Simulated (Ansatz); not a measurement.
**NH4 (doublet): wave-function methods side by side at distance N1–H4 along a hydrogen transfer = 1.519 Å, cc-pVDZ**

Aim: climb from Hartree-Fock through coupled cluster and multireference methods for NH4 (doublet) at one geometry and basis, and see what each rung misses.

Program: Ansatz 0.2.0, Gaussian basis. Level of theory: cc-pVDZ, core rule «outside noble gas», up to 1 orbitals frozen. These are calculated values, not measurements.

To be run: UHF; CCSD(T) on ROHF; CCSD(T) on UHF; BCCD(T) on ROHF; CISD; CCSDT(Q) on ROHF; CCSDT(Q) on UHF; CCSDTQ on ROHF; CASSCF and MRCISD+Q, 3 electrons in 3 orbitals; CASSCF and NEVPT2, 3 electrons in 3 orbitals; CASSCF and MRCISD+Q, 9 electrons in 8 orbitals; CASSCF and NEVPT2, 9 electrons in 8 orbitals.

### Step 1. What is computed

The geometry derives from fragments relaxed apart (PBE0/def2-TZVP) and kept rigid, so it is no stationary point. A hydrogen atom is moved between rigid fragments.

5 atoms, charge 0, spin multiplicity 2.

Atoms are counted from 1 here; the program's logs count them from 0.

Bond lengths: N1–H2 1.012 Å, N1–H3 1.012 Å, H4–H5 0.745 Å. Angles: H2–N1–H3 107.1°.

### Step 2. UHF

The input, in.yaml:

```yaml
crystal:
  periodic: [false, false, false]
  atoms:
    - {symbol: N, position_ang: [-0.178161, -0.031601, -0.049186]}
    - {symbol: H, position_ang: [-0.475441, 0.936233, -0.049186]}
    - {symbol: H, position_ang: [-0.475441, -0.433900, 0.831073]}
    - {symbol: H, position_ang: [1.340839, -0.031600, -0.049187]}
    - {symbol: H, position_ang: [2.085839, -0.031600, -0.049187]}
basis:
  gaussian: {orbitals: cc-pVDZ}
magnetization: {spin_polarized: true, initial_magnetization: 1}
hamiltonian: {xc: hf}
output: {orbitals: {seedname: orbitals}}
```

Command:

```console
$ ansatz run in.yaml --threads 1 --pin off --events-out ev --progress --plain --max-ram 4096MiB --backend cpu
```

After this run come: CCSD(T) on ROHF; CCSD(T) on UHF; BCCD(T) on ROHF; CISD; CCSDT(Q) on ROHF; CCSDT(Q) on UHF; CCSDTQ on ROHF; CASSCF and MRCISD+Q, 3 electrons in 3 orbitals; CASSCF and NEVPT2, 3 electrons in 3 orbitals; CASSCF and MRCISD+Q, 9 electrons in 8 orbitals; CASSCF and NEVPT2, 9 electrons in 8 orbitals.

Q: Predict the results of all the runs planned. Wanted: RCCSDTQ below the RHF energy; RMP2 from RCCSDTQ; UMP2 from RCCSDTQ; RCCSD from RCCSDTQ; RCCSD(T) from RCCSDTQ; UCCSD(T) from RCCSDTQ; RCCSDT(Q) from RCCSDTQ; UCCSDT(Q) from RCCSDTQ; NEVPT2 pair from RCCSDTQ.

**Answer**, as computed:

| quantity | value |
| --- | --- |
| RCCSDTQ below the RHF energy | -5.8406 eV |
| RMP2 from RCCSDTQ | +842.4 meV |
| UMP2 from RCCSDTQ | +842.3 meV |
| RCCSD from RCCSDTQ | +118.1 meV |
| RCCSD(T) from RCCSDTQ | +19.2 meV |
| UCCSD(T) from RCCSDTQ | +19.1 meV |
| RCCSDT(Q) from RCCSDTQ | +0.1 meV |
| UCCSDT(Q) from RCCSDTQ | -0.5 meV |
| NEVPT2 pair from RCCSDTQ | +821.6 meV |
| MRCISD+Q pair from RCCSDTQ | +13.2 meV |
| NEVPT2 valence from RCCSDTQ | +777.7 meV |
| levels within 1 kcal/mol (43 meV) | RCCSD(T), UCCSD(T), BCCD(T), RCCSDT, UCCSDT, RCCSDT(Q), UCCSDT(Q), MRCISD+Q pair, MRCISD+Q valence |
| T1 diagnostic | 0.022 |
| effectively unpaired electrons | 1.01 |

In words: RCCSD(T) misses by +19.2 meV, 0.3 % of the correlation energy. One determinant dominates. Of the multireference levels listed MRCISD+Q valence comes nearest in total energy (0.0 meV), which doesn't show that its space is the better one. These misses are within one basis, not against nature; the frozen cores of restricted and unrestricted runs differ, which can shift their rows.
